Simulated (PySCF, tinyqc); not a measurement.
Worked calculation: RHF in the sto-3g basis, for BH, spin multiplicity 1. The lowest restricted solution is unstable here: a spin-polarised one lies 0.0638 hartree lower (PySCF). One step of it, computed by the program tinyqc.

Question. Orthogonalisation. S = U s U^T; symmetric (Loewdin) form X = U s^(-1/2) U^T, so that X^T S X = 1.

overlap S:
```
           1B 1s     1B 2s    1B 2px    1B 2py    1B 2pz     2H 1s
1B 1s   1.000000  0.269328  0.000000  0.000000  0.000000  0.006258
1B 2s   0.269328  1.000000  0.000000  0.000000  0.000000  0.114148
1B 2px  0.000000  0.000000  1.000000  0.000000  0.000000  0.000000
1B 2py  0.000000  0.000000  0.000000  1.000000  0.000000  0.000000
1B 2pz  0.000000  0.000000  0.000000  0.000000  1.000000  0.154287
2H 1s   0.006258  0.114148  0.000000  0.000000  0.154287  1.000000
```

Give: eigenvalues of S; X.

Answer.

eigenvalues of S: 0.7023  0.8589  1.0000  1.0000  1.1356  1.3031

X:
```
          1B 1s    1B 2s  1B 2px  1B 2py   1B 2pz    2H 1s
1B 1s    1.0289  -0.1421  0.0000  0.0000  -0.0012   0.0092
1B 2s   -0.1421   1.0342  0.0000  0.0000   0.0071  -0.0606
1B 2px   0.0000   0.0000  1.0000  0.0000   0.0000   0.0000
1B 2py   0.0000   0.0000  0.0000  1.0000   0.0000   0.0000
1B 2pz  -0.0012   0.0071  0.0000  0.0000   1.0092  -0.0790
2H 1s    0.0092  -0.0606  0.0000  0.0000  -0.0790   1.0144
```
